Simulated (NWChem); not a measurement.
# UCCSD/def2-SVP (frozen virtual 2) run of AlNH3 (SMILES [NH2][AlH])

What is the vertical ionisation energy of AlNH3 at UCCSD/def2-SVP (frozen virtual 2)? 

The results are computed with NWChem 7.3.0.

### 1 The structure to begin with

AlNH3: 5 atoms, total charge 0, spin state doublet. SMILES: `[NH2][AlH]`. Geometry: relaxed at PBE0-D4/def2-TZVP. This is one conformer, not always the lowest.

Bond lengths: N1–Al2 1.774 Å, N1–H3 1.007 Å, N1–H4 1.009 Å, Al2–H5 1.604 Å. Angles: N1–Al2–H5 115.7°, Al2–N1–H3 125.4°, Al2–N1–H4 124.3°, H3–N1–H4 110.2°.

### 2 A single-point energy at UCCSD/def2-SVP (frozen virtual 2)

Input file alh3n.nw:

```
start alh3n
title "AlH3N ccsd"
memory stack 880 mb heap 220 mb global 1100 mb

geometry units angstroms noautosym nocenter noautoz
   N       -0.116600      -0.660800       0.175100
   Al       0.836600       0.833900       0.120800
   H        0.148500      -1.505300       0.655500
   H       -1.010300      -0.782800      -0.277400
   H        0.191800       2.041400      -0.715400
end

basis spherical bse
   * library def2-SVP
end

scf
   doublet
   uhf
   thresh 1e-08
   maxiter 80
   noprint "final vectors analysis"
end

tce
   scf
   ccsd
   freeze core 6 virtual 2
   maxiter 60
end

task tce
```

Run with:

```sh
$ nwchem alh3n.nw > alh3n.out
```

The program printed:

```text
Northwest Computational Chemistry Package (NWChem) 7.3.0
             --------------------------------------------------------

           Job information
           ---------------

    nwchem branch   = 7.3.0
    use scalapack   = T
    input           = alh3n.nw
    prefix          = alh3n.
    data base       = ./alh3n.db
    status          = startup
    nproc           =        1

           Memory information
           ------------------

    heap     =     28835834 doubles =      220.0 Mbytes
    stack    =    115343359 doubles =      880.0 Mbytes
    global   =    144179200 doubles =     1100.0 Mbytes (distinct from heap & stack)
    total    =    288358393 doubles =     2200.0 Mbytes
    verify   = yes
    hardfail = no

           Directory information
           ---------------------

  0 permanent = .
  0 scratch   = .

                                NWChem Input Module
                                -------------------

                                    AlH3N ccsd
                                    ----------

 Scaling coordinates for geometry "geometry" by  1.889725989
 (inverse scale =  0.529177249)

                             Geometry "geometry" -> ""
                             -------------------------

 Output coordinates in angstroms (scale by  1.889725989 to convert to a.u.)

  No.       Tag          Charge          X              Y              Z
 ---- ---------------- ---------- -------------- -------------- --------------
    1 N                    7.0000    -0.11660000    -0.66080000     0.17510000
    2 Al                  13.0000     0.83660000     0.83390000     0.12080000
    3 H                    1.0000     0.14850000    -1.50530000     0.65550000
    4 H                    1.0000    -1.01030000    -0.78280000    -0.27740000
    5 H                    1.0000     0.19180000     2.04140000    -0.71540000

      Atomic Mass
      -----------

      N                 14.003070
      Al                26.981540
      H                  1.007825

 Effective nuclear repulsion energy (a.u.)      46.2350953830

            Nuclear Dipole moment (a.u.)
            ----------------------------
        X                 Y               Z
 ---------------- ---------------- ----------------
    17.7437711424    11.2786405902     4.6464582607

            XYZ format geometry
            -------------------
     5
 geometry
 N                    -0.11660000    -0.66080000     0.17510000
 Al                    0.83660000     0.83390000     0.12080000
 H                     0.14850000    -1.50530000     0.65550000
 H                    -1.01030000    -0.78280000    -0.27740000
 H                     0.19180000     2.04140000    -0.71540000

 ==============================================================================
                                internuclear distances
 ------------------------------------------------------------------------------
       center one      |      center two      | atomic units |  angstroms
 ------------------------------------------------------------------------------
    2 Al               |   1 N                |     3.35162  |     1.77360
    3 H                |   1 N                |     1.90314  |     1.00710
    4 H                |   1 N                |     1.90698  |     1.00913
    5 H                |   2 Al               |     3.03126  |     1.60407
 ------------------------------------------------------------------------------
                         number of included internuclear distances:          4
 ==============================================================================

 ==============================================================================
                                 internuclear angles
 ------------------------------------------------------------------------------
        center 1       |       center 2       |       center 3       |  degrees
 ------------------------------------------------------------------------------
    2 Al               |   1 N                |   3 H                |   125.44
    2 Al               |   1 N                |   4 H                |   124.34
    3 H                |   1 N                |   4 H                |   110.22
    1 N                |   2 Al               |   5 H                |   115.74
 ------------------------------------------------------------------------------
                            number of included internuclear angles:          4
 ==============================================================================

 Summary of "ao basis" -> "" (spherical)
 ------------------------------------------------------------------------------
       Tag                 Description            Shells   Functions and Types
 ---------------- ------------------------------  ------  ---------------------
 *                          def2-SVP                  on all atoms

                      Basis "ao basis" -> "ao basis" (spherical)
                      -----
  [basis functions not shown]

 Summary of "ao basis" -> "ao basis" (spherical)
 ------------------------------------------------------------------------------
       Tag                 Description            Shells   Functions and Types
 ---------------- ------------------------------  ------  ---------------------
 N                          def2-SVP                 6       14   3s2p1d
 Al                         def2-SVP                 8       18   4s3p1d
 H                          def2-SVP                 3        5   2s1p

                                 NWChem SCF Module
                                 -----------------

                                    AlH3N ccsd

  ao basis        = "ao basis"
  functions       =    47
  atoms           =     5
  alpha electrons =    12
  beta  electrons =    11
  charge          =   0.00
  wavefunction    = UHF
  input vectors   = atomic
  output vectors  = ./alh3n.movecs
  use symmetry    = F
  symmetry adapt  = F

 Summary of "ao basis" -> "ao basis" (spherical)
 ------------------------------------------------------------------------------
       Tag                 Description            Shells   Functions and Types
 ---------------- ------------------------------  ------  ---------------------
 N                          def2-SVP                 6       14   3s2p1d
 Al                         def2-SVP                 8       18   4s3p1d
 H                          def2-SVP                 3        5   2s1p

 Forming initial guess at       0.0s

      Superposition of Atomic Density Guess
      -------------------------------------

 Sum of atomic energies:        -297.53343583

      Non-variational initial energy
      ------------------------------

 Total energy =    -298.046079
 1-e energy   =    -503.084415
 2-e energy   =     158.803241
 HOMO         =      -0.120196
 LUMO         =       0.020493

 Starting SCF solution at       0.1s

 ----------------------------------------------
         Quadratically convergent UHF

 Convergence threshold     :          1.000E-08
 Maximum no. of iterations :           80
 Integral*density screening:          1.000E-10
 ----------------------------------------------

              iter       energy          gnorm     gmax       time
             ----- ------------------- --------- --------- --------
                 1     -297.9247554483  6.14D-01  1.55D-01      0.2
                 2     -297.9759915360  1.85D-01  5.35D-02      0.4
                 3     -297.9872851583  1.18D-02  2.89D-03      0.7
                 4     -297.9873503550  1.25D-04  3.74D-05      1.2
                 5     -297.9873503649  1.68D-08  7.04D-09      2.1
                 6     -297.9873503649  7.08D-10  3.72D-10      2.5

       Final UHF  results
       ------------------

         Total SCF energy =   -297.987350364930
      One electron energy =   -504.982303521341
      Two electron energy =    160.759857773384
 Nuclear repulsion energy =     46.235095383026

                       Sz =      0.5000
                 Sz(Sz+1) =      0.7500
                      S^2 =      0.7542

        Time for solution =      2.4s

          Final alpha eigenvalues
          -----------------------

              1
    1  -58.4457
    2  -15.5236
    3   -4.8829
    4   -3.2016
    5   -3.1980
    6   -3.1955
    7   -1.0872
    8   -0.6348
    9   -0.5952
   10   -0.4700
   11   -0.3939
   12   -0.2945
   13    0.0676
   14    0.1343
   15    0.1795
   16    0.2372
   17    0.2484
   18    0.2661
   19    0.4504
   20    0.4773
   21    0.5648
   22    0.5665

          Final beta eigenvalues
          ----------------------

              1
    1  -58.4410
    2  -15.5227
    3   -4.8742
    4   -3.1943
    5   -3.1926
    6   -3.1870
    7   -1.0851
    8   -0.6318
    9   -0.5754
   10   -0.4370
   11   -0.3986
   12    0.0493
   13    0.0982
   14    0.1536
   15    0.2082
   16    0.2518
   17    0.2668
   18    0.2762
   19    0.4890
   20    0.4975
   21    0.5827
   22    0.6195

 center of mass
 --------------
 x =   0.87017727 y =   0.55814170 z =   0.23064885

 moments of inertia (a.u.)
 ------------------
         104.750652190250         -53.149587458372          -0.749074794618
         -53.149587458372          42.942519756056           9.771001879500
          -0.749074794618           9.771001879500         139.166428129416

  Mulliken analysis of the total density
  --------------------------------------

    Atom       Charge   Shell Charges
 -----------   ------   -------------------------------------------------------
    1 N    7     7.60   1.99  0.93  0.52  2.39  1.76  0.01
    2 Al  13    12.43   2.00  1.99  0.82  0.26  5.94  0.70  0.56  0.16
    3 H    1     0.86   0.71  0.10  0.05
    4 H    1     0.86   0.70  0.10  0.05
    5 H    1     1.26   0.71  0.54  0.01

  Mulliken analysis of the alpha density
  --------------------------------------

    Atom       Charge   Shell Charges
 -----------   ------   -------------------------------------------------------
    1 N    7     3.79   0.99  0.47  0.26  1.19  0.87  0.00
    2 Al  13     6.66   1.00  1.00  0.51  0.22  2.97  0.45  0.43  0.08
    3 H    1     0.42   0.35  0.05  0.02
    4 H    1     0.44   0.36  0.05  0.02
    5 H    1     0.69   0.39  0.29  0.00

   Mulliken analysis of the beta density
   -------------------------------------

    Atom       Charge   Shell Charges
 -----------   ------   -------------------------------------------------------
    1 N    7     3.81   0.99  0.46  0.27  1.19  0.89  0.00
    2 Al  13     5.77   1.00  1.00  0.31  0.04  2.97  0.26  0.13  0.07
    3 H    1     0.43   0.35  0.05  0.02
    4 H    1     0.42   0.35  0.05  0.02
    5 H    1     0.57   0.32  0.25  0.00

   Mulliken analysis of the spin density
   -------------------------------------

    Atom       Charge   Shell Charges
 -----------   ------   -------------------------------------------------------
    1 N    7    -0.01   0.00  0.01 -0.01 -0.00 -0.01  0.00
    2 Al  13     0.89   0.00  0.00  0.20  0.17  0.00  0.19  0.30  0.01
    3 H    1    -0.01  -0.00 -0.01  0.00
    4 H    1     0.02   0.01  0.01 -0.00
    5 H    1     0.12   0.07  0.05 -0.00

       Multipole analysis of the density wrt the origin
       ------------------------------------------------

     L   x y z        total         alpha         beta         nuclear
     -   - - -        -----         -----         ----         -------
     0   0 0 0     -0.000000    -12.000000    -11.000000     23.000000

     1   1 0 0     -0.023292    -10.307353     -7.459710     17.743771
     1   0 1 0     -0.447202     -6.769262     -4.956581     11.278641
     1   0 0 1      0.162737     -2.664061     -1.819660      4.646458

     2   2 0 0    -14.790380    -31.390686    -20.086698     36.687003
     2   1 1 0      0.204532    -21.043415    -16.489421     37.737368
     2   1 0 1     -0.293007     -4.169556     -1.163171      5.039719
     2   0 2 0    -16.047948    -45.144372    -39.263296     68.359720
     2   0 1 1      0.776638      2.892280      4.063653     -6.179295
     2   0 0 2    -14.885297    -11.852391     -8.113647      5.080741

                   NWChem Extensible Many-Electron Theory Module
                   ---------------------------------------------

              ======================================================
                   This portion of the program was automatically
                  generated by a Tensor Contraction Engine (TCE).
                  The development of this portion of the program
                 and TCE was supported by US Department of Energy,
                Office of Science, Office of Basic Energy Science.
                      TCE is a product of Battelle and PNNL.
              ======================================================

                                    AlH3N ccsd

            General Information
            -------------------
      Number of processors :     1
         Wavefunction type : Unrestricted Hartree-Fock
          No. of electrons :    23
           Alpha electrons :    12
            Beta electrons :    11
           No. of orbitals :    94
            Alpha orbitals :    47
             Beta orbitals :    47
        Alpha frozen cores :     6
         Beta frozen cores :     6
     Alpha frozen virtuals :     2
      Beta frozen virtuals :     2
         Spin multiplicity : doublet
    Number of AO functions :    47
       Number of AO shells :    23
        Use of symmetry is : off
      Symmetry adaption is : off
         Schwarz screening : 0.10D-09

          Correlation Information
          -----------------------
          Calculation type : Coupled-cluster singles & doubles
   Perturbative correction : none
            Max iterations :       60
        Residual threshold : 0.10D-06
     T(0) DIIS level shift : 0.00D+00
     L(0) DIIS level shift : 0.00D+00
     T(1) DIIS level shift : 0.00D+00
     L(1) DIIS level shift : 0.00D+00
     T(R) DIIS level shift : 0.00D+00
     T(I) DIIS level shift : 0.00D+00
   CC-T/L Amplitude update :  5-th order DIIS
                I/O scheme : Global Array Library
        L-threshold :  0.10D-06
        EOM-threshold :  0.10D-06
 no EOMCCSD initial starts read in
 TCE RESTART OPTIONS
 READ_INT:   F
 WRITE_INT:  F
 READ_TA:    F
 WRITE_TA:   F
 READ_XA:    F
 WRITE_XA:   F
 READ_IN3:   F
 WRITE_IN3:  F
 SLICE:      F
 D4D5:       F
 quantumc:   F
 qrotation:  F
 pwtce:      F
 qducc:      F
 nacto:                         0
 nrotv:                         0
 nrot:                          0

            Memory Information
            ------------------
          Available GA space size is     144174782 doubles
          Available MA space size is     144176364 doubles

 Maximum block size        32 doubles

 tile_dim =     17

 Block   Spin    Irrep     Size     Offset   Alpha
 -------------------------------------------------
   1    alpha     a      6 doubles       0       1
   2    beta      a      5 doubles       6       2
   3    alpha     a     16 doubles      11       3
   4    alpha     a     17 doubles      27       4
   5    beta      a     17 doubles      44       5
   6    beta      a     17 doubles      61       6

 Global array virtual files algorithm will be used

 Parallel file system coherency ......... OK

 Fock matrix recomputed
 1-e file size   =             3042
 1-e file name   = ./alh3n.f1

 tce_ao2e: fast2e=1
 half-transformed integrals in memory

 2-e (intermediate) file size =         8027506
 2-e (intermediate) file name = ./alh3n.v2i

 tce_mo2e: fast2e=1
 2-e integrals stored in memory

 2-e file size   =          4545886
 2-e file name   = ./alh3n.v2
 T1-number-of-tasks                    4

 t1 file size   =              368
 t1 file name   = ./alh3n.t1
 t1 file handle =       -998
 T2-number-of-boxes                   10

 t2 file size   =            84747
 t2 file name   = ./alh3n.t2
 t2 file handle =       -995
CCSD iterations
 ---------------------------------------------------------
 Iter          Residuum       Correlation     Cpu    Wall
 ---------------------------------------------------------
NEW TASK SCHEDULING
CCSD_T1_NTS --- OK
CCSD_T2_NTS --- OK
    1   0.1195676352000  -0.2116728966370     0.0     0.0
    2   0.0356648488387  -0.2261862369533     0.0     0.0
    3   0.0141308355660  -0.2310233894582     0.0     0.0
    4   0.0066920211784  -0.2324514118273     0.0     0.0
    5   0.0034827280288  -0.2330518908517     0.0     0.0
 MICROCYCLE DIIS UPDATE:                    5                    5
    6   0.0010212078624  -0.2334973187271     0.0     0.0
    7   0.0006974114164  -0.2335394973670     0.0     0.0
    8   0.0004115502466  -0.2335572808959     0.0     0.0
    9   0.0002955441855  -0.2335611620890     0.0     0.0
   10   0.0001961642221  -0.2335678008763     0.0     0.0
 MICROCYCLE DIIS UPDATE:                   10                    5
   11   0.0000233608069  -0.2335785524373     0.0     0.0
   12   0.0000129961683  -0.2335794070854     0.0     0.0
   13   0.0000077244199  -0.2335796436124     0.0     0.0
   14   0.0000052060965  -0.2335797065814     0.0     0.0
   15   0.0000034013861  -0.2335796940505     0.0     0.0
 MICROCYCLE DIIS UPDATE:                   15                    5
   16   0.0000006894819  -0.2335796087794     0.0     0.0
   17   0.0000003556530  -0.2335796640185     0.0     0.0
   18   0.0000002349869  -0.2335796683933     0.0     0.0
   19   0.0000001566944  -0.2335796731709     0.0     0.0
   20   0.0000001079401  -0.2335796754697     0.0     0.0
 MICROCYCLE DIIS UPDATE:                   20                    5
   21   0.0000000197446  -0.2335796800814     0.0     0.0
 -----------------------------------------------------------------
 Iterations converged
 CCSD correlation energy / hartree =        -0.233579680081421
 CCSD total energy / hartree       =      -298.220930045011130

 Singles contributions

 Doubles contributions

 Task  times  cpu:        4.6s     wall:        4.6s
 Total times  cpu:        4.7s     wall:        4.7s
```

Run time: 5.4 s. Hardware: 1 thread of AMD EPYC 7R13 (Zen 3), shared host; peak memory 0.19 GiB.

(Part 1 of 2 ends here.)
